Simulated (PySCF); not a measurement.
Compound: C6H2 (charge +1 and doublet state).
SMILES with atom numbers: `[CH:1]#[C:2][C:3]#[C:4][C:5]=[CH+:6]` (hydrogens: H7 on C1; H8 on C6)

Computed, not measured: UKS B3LYP, pcH-1 on C H, non-relativistic, mean-field spin-orbit, GIAO (PySCF 2.14.0). Geometry: GFN2-xTB; no solvent, vibrations or thermal averaging. Couplings are sensitive to structure, and on GFN2-xTB geometries they can be far from those on DFT ones, by a factor of two or more for some ions and for spin on atoms past the first row.

Output of the driver script. Atoms in this output count from 0.

```
UKS, coarse grid
  cycle   1  E = -229.31490776  |g| = 1.63e-01
  cycle   2  E = -229.31443288  |g| = 1.56e-01
  cycle   3  E = -229.32192027  |g| = 9.55e-02
  cycle   4  E = -229.32606017  |g| = 4.87e-02
  cycle   5  E = -229.32735430  |g| = 6.89e-03
  cycle   6  E = -229.32741854  |g| = 2.37e-03
  cycle   7  E = -229.32743880  |g| = 1.05e-03
  cycle   8  E = -229.32744086  |g| = 3.21e-04
UKS, final grid
  cycle   1  E = -229.32743474  |g| = 3.94e-04
  cycle   2  E = -229.32743417  |g| = 1.01e-03
  cycle   3  E = -229.32743491  |g| = 1.01e-04
  cycle   4  E = -229.32743492  |g| = 8.81e-05
  cycle   5  E = -229.32743494  |g| = 4.65e-05
  cycle   6  E = -229.32743494  |g| = 2.15e-05
E = -229.32743494 Eh   <S^2> = 0.7710 (exact 0.7500)
g shifts (ppm)      1          2          3
  rmc          -145       -145       -145
  gc             -3         35         34
  oz_so           6        459      57290
  total        -142        349      57179
hyperfine (MHz)  atom isotope    a_iso     a_fc   dipolar eigenvalues
    0   13C      28.21      28.21    -32.83    -28.40     61.24
    1   13C     -28.39     -28.39     -8.89      4.09      4.79
    2   13C       1.09       1.09    -20.47    -15.46     35.93
    3   13C       1.09       1.09    -20.47    -15.46     35.93
    4   13C     -28.39     -28.39     -8.89      4.09      4.80
    5   13C      28.22      28.22    -32.84    -28.40     61.24
    6    1H     -31.60     -31.60    -14.21     -3.00     17.21
    7    1H     -31.60     -31.60    -14.21     -3.00     17.21
```

Q: Find the weak point of this converged calculation.

A: The species is linear, yet the g tensor isn't that of a Σ state, which would be axial with no orbital-Zeeman term along the axis. Here the shifts are -142, 349, 57179 ppm, with orbital-Zeeman/spin–orbit parts of 6, 459, 57290 ppm. That is what a determinant gives that fills the components of a degenerate π or δ shell unevenly. Such a state carries orbital angular momentum about the axis, which this second-order treatment can't describe.
